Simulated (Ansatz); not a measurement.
The input, for Ansatz 0.2.0:

```yaml
crystal:
  periodic: [false, false, false]
  atoms:
    - {symbol: Si, position_ang: [-0.001312, 0.000000, 0.686035]}
    - {symbol: C, position_ang: [-0.011727, 0.000000, -1.202731]}
    - {symbol: H, position_ang: [-0.442590, -0.894419, -1.661140]}
    - {symbol: H, position_ang: [-0.442590, 0.894419, -1.661140]}
    - {symbol: H, position_ang: [1.061461, 0.000000, -1.461718]}
basis:
  gaussian: {orbitals: cc-pVTZ}
total_charge: 1
magnetization: {spin_polarized: true, initial_magnetization: 2}
hamiltonian: {xc: {name: B3LYP}}
```

```sh
$ ansatz run in.yaml --threads 2 --pin off --events-out ev --progress --plain --max-ram 24576MiB --backend cuda --devices 0, --max-vram 18GiB
```

Log:

```
628 factors; their error is unknown
mean field evaluation 1: about -8935.8649 eV, gradient 5.9e1 eV
mean field evaluation 2: about -8852.8729 eV, gradient 1.0e2 eV
mean field evaluation 4: about -8952.7406 eV, gradient 5.6e0 eV
mean field evaluation 8: about -8952.9616 eV, gradient 1.8e-1 eV
mean field evaluation 16: about -8952.9617 eV, gradient 6.5e-6 eV
mean field -8952.96174792 eV, -329.0152757007 hartree, gradient 4.0e-6 eV, S^2 2.004280; 1 other end points of the search recorded, 0 dependent functions left out
reference -8952.96194354 eV, -329.0152828894 hartree; 12, 10 occupied and 94, 96 virtual orbitals, 628 factors
Total energy: -8952.96194354 eV, -329.0152828894 hartree
```

Ran on 2 threads of AMD EPYC 7R13 with a shared H100 80 GB, shared host: 2.6 s wall, 0.78 GiB peak host memory.
